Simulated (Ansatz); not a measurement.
Species: AlCl3, SMILES `[Cl][Al]([Cl])[Cl]` (charge 0, multiplicity 1).

**Question.** Give a relaxed geometry from Ansatz (a program for electronic structure) with B3LYP-D3(BJ)/def2-TZVP.

**Answer.** the end point of this relaxation (outside a Z-matrix the atoms follow the SMILES, hydrogens last).
Z-matrix (Å, degrees):
```
Al
Cl 1 2.0764
Cl 1 2.0764 2 120.00
Cl 1 2.0765 2 120.00 3 180.00
```
